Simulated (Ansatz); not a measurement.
Molecule: methanol, CH₄O (charge 0, singlet). SMILES: CO
Geometry: optimised at B3LYP-D3(BJ)/def2-TZVP (Ansatz, a quantum-chemistry and plane-wave program).

Property: atomisation energy (electronic, to ground-state atoms), in eV. Valence correlation only, unless marked. Open shells are spin-unrestricted. Spin-orbit coupling is left out. No relativistic terms. The coupled-cluster limit lacks core correlation, which all-electron functionals hold. CBS marks a two-point X^-3 extrapolation of the correlation energy; Hartree-Fock from the larger set.

```
level                                program  atomisation energy (eV)
----------------------------  --------------  -----------------------
revPBE-D3(BJ)/def2-TZVPD      Ansatz + dftd3                    21.97
PBE0/def2-TZVP                        Ansatz                        ?
BHLYP-D4/def2-TZVPD           Ansatz + dftd4                    21.45
CAM-B3LYP/def2-TZVPD                  Ansatz                    22.25
wB97M-V/def2-TZVPD                    Ansatz                        ?
wB97X/def2-TZVPD                      Ansatz                        ?
B2GP-PLYP-D3(BJ)/def2-TZVPD   Ansatz + dftd3                    21.85
SCS-MP2/aug-cc-pVDZ                   Ansatz                    21.04
CCSD/6-31G                            Ansatz                    18.39
CCSD/cc-pVTZ                          Ansatz                        ?
CCSDT/cc-pVDZ                         Ansatz                    20.48
CCSD(T)/CBS(cc-pVTZ,cc-pVQZ)          Ansatz                    22.22
```

Q: Fill in the missing entries.

A: 
- PBE0/def2-TZVP, atomisation energy (eV): 22.02
- wB97M-V/def2-TZVPD, atomisation energy (eV): 22.20
- wB97X/def2-TZVPD, atomisation energy (eV): 22.08
- CCSD/cc-pVTZ, atomisation energy (eV): 21.41
